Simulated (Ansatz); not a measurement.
# Scan of [Cl···H···N], quartet

Starting geometry:

| atom | x (Å) | y (Å) | z (Å) |
| --- | --- | --- | --- |
| Cl | 0.0000 | 0.0000 | -1.3043 |
| H | 0.0000 | 0.0000 | -0.0255 |
| N | 0.0000 | 0.0000 | 1.3297 |

From there H2 is moved from one fragment to the other while all else, the fragments' distance too, stays fixed; atoms are numbered as listed. Energies are in eV, counted from the starting geometry at the same level. Kohn–Sham curves are unrestricted where that lies lower.

Basis cc-pVDZ; Ansatz 0.2.0. Only valence electrons are correlated (noble-gas cores frozen). R marks a restricted (for open shells ROHF) determinant.

Full CI isn't at hand for all of this; RCCSDTQ serves as the reference, and is uncertain by about the last step of the cluster series.

| distance Cl1-H2 (Å) | PBE0 |
| --- | --- |
| 1.279 | 0.000 |
| 1.324 | -0.030 |
| 1.414 | 0.003 |
| 1.504 | 0.101 |
| 1.594 | 0.288 |

Task: Estimate the RCCSDTQ curve in cc-pVDZ from this one, knowing how PBE0 errs.

Result: The computed RCCSDTQ values, in eV from the starting point, and the error of PBE0 against them:
| distance Cl1-H2 (Å) | RCCSDTQ | PBE0 less RCCSDTQ |
| --- | --- | --- |
| 1.279 | 0.000 | 0.000 |
| 1.324 | 0.021 | -0.050 |
| 1.414 | 0.155 | -0.152 |
| 1.504 | 0.335 | -0.234 |
| 1.594 | 0.562 | -0.274 |

The error spans 0.274 eV and is largest, -0.274 eV, at 1.594 Å.

In so small a basis the reference is far from its limit while semilocal and hybrid functionals are nearer theirs, so the functionals' errors here hold much of the reference's basis and frozen-core error, which can add to them or hide them.
